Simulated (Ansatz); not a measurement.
Species: CH₂O, charge 0, singlet. CH2O (formaldehyde, SMILES O=C).
B3LYP-D3(BJ)/def2-TZVP minimum from Ansatz (a program for electronic structure):
```
C
O 1 1.1989
H 1 1.1075 2 122.05
H 1 1.1075 3 115.91 2 180.00
```

Total energies in cc-pVQZ, 12 correlated electrons, 2 frozen orbitals. Open shells are spin-unrestricted; no spin-orbit coupling. Correlated methods leave the cores frozen. No relativity.

| method | program | energy (Eh) | minus CCSDT(Q) (mEh) |
|---|---|---|---|
| HF | Ansatz | -113.92111 | 448.92 |
| MP2 | Ansatz | -114.34452 | 25.51 |
| CCSD | Ansatz | -114.35066 | 19.37 |
| CCSD(T) | Ansatz | -114.36890 | 1.13 |
| CCSDT(Q) | Ansatz | -114.37003 | 0.00 |

Rough core times of Ansatz's runs on a shared machine: CCSD(T) 20 s, CCSDT(Q) 30 min.
